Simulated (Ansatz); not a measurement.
Cost and result for the atomization energy of `CC(C)=CF` (12 atoms, 11 bonds).

```tsv
atom	x (Å)	y (Å)	z (Å)
C1	-0.736	0.687	-0.975
C2	-0.092	-0.079	0.132
C3	1.398	-0.183	0.129
C4	-0.786	-0.659	1.098
F5	-2.128	-0.604	1.159
H6	-1.821	0.703	-0.883
H7	-0.477	0.250	-1.945
H8	-0.374	1.720	-0.987
H9	1.752	-0.661	-0.790
H10	1.769	-0.761	0.977
H11	1.857	0.811	0.167
H12	-0.362	-1.224	1.920
```

Total charge 0; spin multiplicity 1. The geometry is a stationary point of PBE0-D4/def2-TZVP. Program: Ansatz. All runs use 4 threads of an Intel Xeon Platinum 8488C on a shared host. Times are those of one run each, without the atoms' runs, and a repeat can differ threefold. Electronic energies, without spin–orbit coupling; frozen cores. CCSD(T)/CBS adds CCSD(T) − MP2 in def2-TZVPP to the MP2 limit, and its time is that of the two runs behind it. T1 = 0.011. B3LYP takes the VWN-RPA correlation (the form of Gaussian; ORCA's B3LYP/G).

CCSD(T)/CBS is a level of theory with its own doubt, some kJ/mol a heavy atom from the limit and from the frozen cores, so smaller differences don't rank the functionals.

| level | functions | wall time | atomization (kJ/mol) | difference from CCSD(T)/CBS | per bond |
| --- | --- | --- | --- | --- | --- |
| PBE-D4/def2-TZVPP (with forces) | 253 | 1.6 s | 5011.2 | 133.0 | 12.1 |
| PBE0-D4/def2-TZVPP | 253 | 1.8 s | 4924.5 | 46.3 | 4.2 |
| r2SCAN-D4/def2-TZVPP (with forces) | 253 | 2.5 s | 4902.2 | 24.0 | 2.2 |
| B3LYP-D4/def2-TZVPP (with forces) | 253 | 2.7 s | 4890.4 | 12.2 | 1.1 |
| B2PLYP/def2-TZVPP | 253 | 3.5 s | 4843.9 | -34.3 | -3.1 |
| ωB97X-V/def2-TZVPP | 253 | 4.1 s | 4885.7 | 7.5 | 0.7 |
| ωB97M-V/def2-TZVPP (with forces) | 253 | 6 s | 4896.4 | 18.2 | 1.7 |
| MP2/def2-QZVPP | 495 | 18 s | 4909.7 | 31.5 | 2.9 |
| CCSD(T)/def2-TZVPP | 253 | 84 s | 4771.4 | -106.8 | -9.7 |
| CCSD(T)/CBS(def2) | – | 100 s | 4878.2 | 0.0 | 0.0 |

In def2-TZVPP, CCSD(T) changes the Hartree–Fock value by +1130.4 kJ/mol (the triples alone add +68.1 kJ/mol) and MP2 by +1205.9 kJ/mol; breaking electron pairs costs correlation energy, which Hartree–Fock lacks. The D4 term adds +31.1 kJ/mol with B3LYP and +16.3 kJ/mol with PBE0; it sums over pairs of atoms, weighted by their polarisabilities, and B3LYP, whose exchange is more repulsive, gets the larger term. From PBE to PBE0 (25 % exact exchange), in def2-TZVPP and without D4, the atomization energy moves by −83.4 kJ/mol: exact exchange takes away binding that semilocal exchange gives to molecules.
